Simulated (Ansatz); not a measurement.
# Si2H8O (built from SMILES O[SiH3].[SiH4]): search for a transition state

Wanted: the transition state of a four-centre ligand exchange (form Si1–Si7, O2–H6 and break Si1–O2, H6–Si7). The guess is relaxed with those distances held, a saddle search follows, and vibrations and two downhill relaxations check it.

Method: PBE0-D4, def2-SVP first, then def2-TZVP; program: Ansatz 0.2.0, Gaussian basis.

152 further runs of the same task are left out: 152 set aside as unsound or not needed.

## 1. Starting geometry

The guess: 11 atoms, charge 0, spin multiplicity 1.

Atoms are counted from 1 here; the program's logs count them from 0.

Bond lengths: Si1–O2 1.869 Å, Si1–H3 1.459 Å, Si1–H4 1.469 Å, Si1–H5 1.489 Å, O2–H6 1.119 Å, O2–H8 0.982 Å, Si7–H9 1.484 Å, Si7–H10 1.465 Å, Si7–H11 1.472 Å. Angles: O2–Si1–H3 104.3°, O2–Si1–H4 140.2°, O2–Si1–H5 86.2°, H3–Si1–H4 113.2°, H3–Si1–H5 103.0°, H4–Si1–H5 97.5°, Si1–O2–H6 91.0°, Si1–O2–H8 131.2°, H6–O2–H8 133.8°, H9–Si7–H10 102.6°, H9–Si7–H11 103.0°, H10–Si7–H11 105.5°.

As a file:

```xyz
11
H8OSi2
Si   -0.2138    0.6992   -0.9814
O     0.2895    1.4335    0.6622
H     1.0496    0.4569   -1.6699
H    -1.3568    0.0281   -1.6144
H    -0.5549    2.0903   -1.3876
H     0.4473    0.4133    1.0929
Si   -0.0384   -1.4318    0.5816
H     0.6177    2.3284    0.8975
H     0.9469   -1.8157    1.6232
H     0.1425   -2.4774   -0.4287
H    -1.3297   -1.7248    1.2245
```

Distances that are to change: Si1–Si7 2.65 Å, O2–H6 1.12 Å, Si1–O2 1.87 Å, H6–Si7 1.98 Å.

## 2. Relaxing the guess with the reacting distances held

File hold/in.yaml:

```yaml
crystal:
  periodic: [false, false, false]
  atoms:
    - {symbol: Si, position_ang: [-0.213800, 0.699200, -0.981400]}
    - {symbol: O, position_ang: [0.289500, 1.433500, 0.662200]}
    - {symbol: H, position_ang: [1.049600, 0.456900, -1.669900]}
    - {symbol: H, position_ang: [-1.356800, 0.028100, -1.614400]}
    - {symbol: H, position_ang: [-0.554900, 2.090300, -1.387600]}
    - {symbol: H, position_ang: [0.447300, 0.413300, 1.092900]}
    - {symbol: Si, position_ang: [-0.038400, -1.431800, 0.581600]}
    - {symbol: H, position_ang: [0.617700, 2.328400, 0.897500]}
    - {symbol: H, position_ang: [0.946900, -1.815700, 1.623200]}
    - {symbol: H, position_ang: [0.142500, -2.477400, -0.428700]}
    - {symbol: H, position_ang: [-1.329700, -1.724800, 1.224500]}
basis:
  gaussian: {orbitals: def2-SVP}
hamiltonian: {xc: pbe0, dispersion: d4}
relax: {f_tol: 0.04, max_steps: 150, escape_saddle: false, constraints: [{distance: [0, 6]}, {distance: [1, 5]}, {distance: [0, 1]}, {distance: [5, 6]}]}
```

The run is started by

```sh
$ ansatz run in.yaml --threads 4 --pin off --events-out ev --progress --plain --max-ram 9574MiB
```

The runs that follow: A starting Hessian; Saddle search in the small basis; Saddle search in triple zeta; Checking the order of the point; Relaxing after a step of 0.30 Å one way along the mode; Relaxing after a step of 0.30 Å the other way along the mode.

**Question.** What will these runs give? Wanted: imaginary mode; barrier from the start side; barrier from the end side; energy of the step; pairs that change; zero-point energy at the saddle.

As calculated:

| quantity | value |
| --- | --- |
| imaginary mode | 568i cm⁻¹ |
| barrier from the start side | 229.2 kJ/mol |
| barrier from the end side | 165.8 kJ/mol |
| energy of the step | +63.3 kJ/mol |
| pairs that change | Si1–Si7 formed, O2–H6 formed, Si1–O2 broken, H6–Si7 broken |
| zero-point energy at the saddle | 1.901 eV |

**Reading.** The point has a single imaginary mode (568i cm⁻¹), as a transition state must. It joins the planned start and end. At PBE0-D4/def2-TZVP the electronic barrier is 229.2 kJ/mol, about 92 kT at 298 K, and the step runs 63.3 kJ/mol uphill. A step off the saddle overshot and began above it in energy, so the link to its end is likely but not proven. Lower complexes than these ends may exist.
